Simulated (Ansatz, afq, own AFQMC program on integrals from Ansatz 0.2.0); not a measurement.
Two steps: Ansatz 0.2.0 writes the Fock matrix and Cholesky factors of the valence space, and afq projects on them the lowest state that overlaps trial and start.

```yaml
crystal:
  periodic: [false, false, false]
  atoms:
    - {symbol: O, position_ang: [0.000000, 0.074551, 0.542472]}
    - {symbol: C, position_ang: [0.000000, -0.152157, -0.604077]}
    - {symbol: H, position_ang: [0.000000, 0.629740, -1.412618]}
basis:
  gaussian: {orbitals: cc-pVDZ}
total_charge: 1
magnetization: {spin_polarized: true, initial_magnetization: 2}
correlation: {method: ccsd_t, electrons: outside_noble_gas, hamiltonian_folder: ham}
```

```sh
$ ansatz run in.yaml --threads 1 --pin off --events-out ev --progress --plain --max-ram 16896MiB --backend cuda --devices 0, --max-vram 18GiB
```

Options of the walk:

```
--method phaseless --trial cisd --walkers 40 --populations 1 --least-time 40 --time-step 0.005 --steps-per-block 10 --equilibration-blocks 60 --max-blocks 800 --target-error 0.00076 --factor-cut 0.001 --start determinant --seed 6801 --taylor-order 6
```

Times are imaginary, in 1/Eh. The walk had a cap of 60 s.

afq prints:

```
orbitals 31  electrons 6 4  factors 162 of 303
reference energy -112.81453163 Eh
CCSD correlation -0.24630741 Eh in 16 cycles, weight of the determinant in the CISD state 0.8945
energy of the start -113.060841 Eh
 block  time / (1/Eh)  mean weight  energy / Eh
     1     0.050  1.0029  -113.059232
     2     0.100  0.9994  -113.058799
     3     0.150  1.0003  -113.059192
     4     0.200  0.9989  -113.059482
     5     0.250  1.0006  -113.060302
     8     0.400  1.0026  -113.061282
    22     1.100  0.9982  -113.066904
    85     4.250  0.9980  -113.065484
   148     7.400  0.9981  -113.061975
   190     9.500  0.9976  -113.059743
   211    10.550  0.9981  -113.064429
   274    13.700  1.0001  -113.072335
   337    16.850  0.9964  -113.066450
   400    20.000  0.9999  -113.065588
   463    23.150  1.0025  -113.069853
   526    26.300  0.9996  -113.084817
   589    29.450  0.9989  -113.068375
   652    32.600  1.0024  -113.100234
   715    35.750  0.9972  -113.077526
   778    38.900  1.0017  -113.072094
   841    42.050  0.9983  -113.061006
blocks merged  error / Eh  count
     1  0.000199  800
     2  0.000266  400
     4  0.000347  200
     8  0.000451  100
    16  0.000541  50
    32  0.000560  25
    64  0.000578  12
energy -113.069563 +/- 0.000560 Eh
(rows thinned)
```

The run passed its tests (sampling time, drift between the halves within three errors, error under three times the target), which doesn't prove that it has relaxed.

Against this walk (error 15.2 meV) on the same determinant: CCSD(T) 35.7 meV higher, CCSDT(Q) 42.3 meV lower, a separate phaseless walk with a CISD trial and standard settings 3.0 ± 15.7 meV higher (within the noise). The error is statistical and leaves out the bias of the constraint. None of these is a sure reference here.

Cautions: constraint bias not in the error; lower spins were not checked; the coarse factor cut changes the integrals a little.

The walk took 30 s on 1 × NVIDIA H100 80GB HBM3 with 2 threads of AMD EPYC 7R13 Processor (Zen 3), with other jobs on the host (the card was shared). The log's last line is the phaseless energy.

CCSDT and higher add their correlation energy to the determinant of the CCSD(T) run, since their own runs factorise the integrals more tightly (a shift of under 2 meV). A walk keeps the symmetry of its determinant, which the program's search chose and which needn't be the lowest solution, so a lower state of the same spin and another symmetry isn't excluded.
